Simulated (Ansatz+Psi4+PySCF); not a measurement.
```yaml
atoms:
  - { symbol: N, position_ang: [0.0000, 0.0000, 0.4897] }
  - { symbol: F, position_ang: [0.0000, 1.2382, -0.1270] }
  - { symbol: F, position_ang: [1.0723, -0.6191, -0.1270] }
  - { symbol: F, position_ang: [-1.0723, -0.6191, -0.1270] }
```

Basis set: cc-pVTZ (spherical functions). Left uncorrelated: 4 orbitals. Charge 0, multiplicity 1.

Computed with Ansatz (development build ahead of 0.2.0); free ground-state atoms in the same class of orbitals, no zero-point energy, no relativity.

The atomization energy of singlet NF3 from measured heats of formation, zero-point and thermal terms removed is 8.874 eV (G2/97 set, Curtiss et al., J. Chem. Phys. 106, 1063 (1997), as shipped with ASE); it holds spin-orbit and other relativistic effects.

(1) How far do RHF-CCSD(T), RHF-CCSD, RHF-MP2 miss it in this basis?

## Answers

(1)

```
     method  atomization energy (eV)  computed − measured (eV)
RHF-CCSD(T)                    8.285                    -0.589
   RHF-CCSD                    7.653                    -1.221
    RHF-MP2                    8.962                     0.088
```
